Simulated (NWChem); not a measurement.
diphosphorus (P2); SMILES P#P

Computed with NWChem. Pople sets run with spherical d functions. All runs use the structure optimised with PBE0/def2-SVP. Static field.

```
level            basis functions  isotropic polarisability (bohr³)  anisotropy (bohr³)  relative time
---------------  ---------------  --------------------------------  ------------------  -------------
PBE/6-31G*                    36                              36.5                43.4              1
PBE/6-31+G*                   44                              41.5                43.6              2
PBE/def2-SVP                  36                              34.6                36.6              1
PBE/def2-SVPD                 48                              46.2                30.1              1
PBE/def2-TZVP                 74                              41.5                37.8              4
PBE/aug-cc-pVDZ               54                              49.4                30.2              7
PBE/Sadlej pVTZ               64                              50.2                29.8              4
PBE/def2-TZVPD                86                              49.4                29.7              6
PBE/aug-cc-pVTZ              100                              50.4                29.2             30
```

The last column is a rough cost ratio, cheapest run = 1.
